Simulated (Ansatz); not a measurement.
# SiPH₅ (singlet): from Hartree-Fock to the top rungs at a displaced geometry (v1), cc-pVDZ

The task here is to estimate one member of a computed series from the others.

The runs use Ansatz 0.2.0, Gaussian basis; cc-pVDZ, core rule «outside noble gas», up to 10 orbitals frozen.

Plan: UHF; CCSD(T) on RHF; BCCD(T) on RHF; CISD; CCSDT(Q) on RHF; CASSCF and MRCISD+Q, 8 electrons in 8 orbitals; CASSCF and NEVPT2, 8 electrons in 8 orbitals.

11 further runs of the same task are left out: 5 that didn't finish, 6 set aside as unsound or not needed. Runs told in other sessions of the task aren't counted.

**What is computed**

The geometry is a PBE0/def2-TZVP stationary point (not a proven minimum) with its atoms shifted at random (size 0.040 Å).

7 atoms, charge 0, spin multiplicity 1.

Atoms are counted from 1 here; the program's logs count them from 0.

Bond lengths: Si1–P2 2.267 Å, Si1–H3 1.457 Å, Si1–H4 1.436 Å, Si1–H5 1.555 Å, P2–H6 1.447 Å, P2–H7 1.462 Å. Angles: P2–Si1–H3 105.8°, P2–Si1–H4 108.2°, P2–Si1–H5 110.0°, H3–Si1–H4 109.1°, H3–Si1–H5 113.8°, H4–Si1–H5 109.8°, Si1–P2–H6 95.0°, Si1–P2–H7 94.2°, H6–P2–H7 94.3°.

Set-up of the first run:

File in.yaml:

```yaml
crystal:
  periodic: [false, false, false]
  atoms:
    - {symbol: Si, position_ang: [-0.032125, 0.007005, 1.148690]}
    - {symbol: P, position_ang: [0.092470, -0.009137, -1.114763]}
    - {symbol: H, position_ang: [0.719419, -1.158942, 1.595406]}
    - {symbol: H, position_ang: [0.616643, 1.196474, 1.625209]}
    - {symbol: H, position_ang: [-1.520637, 0.003538, 1.599419]}
    - {symbol: H, position_ang: [-0.903814, -1.044037, -1.289252]}
    - {symbol: H, position_ang: [-0.858058, 1.088546, -1.281743]}
basis:
  gaussian: {orbitals: cc-pVDZ}
magnetization: {spin_polarized: true, initial_magnetization: 0}
hamiltonian: {xc: hf}
output: {orbitals: {seedname: orbitals}}
```

On the command line:

```
$ ansatz run in.yaml --threads 1 --pin off --events-out ev --progress --plain --max-ram 2393MiB
```

Among the steps run: UHF; CCSD(T) on RHF; BCCD(T) on RHF; CISD; CCSDT(Q) on RHF; CASSCF and MRCISD+Q, 8 electrons in 8 orbitals; CASSCF and NEVPT2, 8 electrons in 8 orbitals.

One of the session's tables, all rows but one given; the rest of the session is left out.

| method | from RCCSDT(Q) (kcal/mol) |
| --- | --- |
| RHF | +181.96 |
| RMP2 | +35.55 |
| CISD | +23.26 |
| RCCSD | +5.54 |
| RCCSD(T) | +0.95 |
| BCCD(T) | +0.93 |
| RCCSDT | +0.24 |
| RCCSDT(Q) | 0 |
| CASSCF frontier | +143.10 |
| NEVPT2 frontier | +33.46 |
| MRCISD frontier | ? |
| MRCISD+Q frontier | +1.15 |

**Question.** Estimate the row for MRCISD frontier.

**Answer.** from RCCSDT(Q) (kcal/mol): +14.48. In the column «from RCCSDT(Q) (kcal/mol)» it lies between RCCSD (+5.54) and CISD (+23.26).
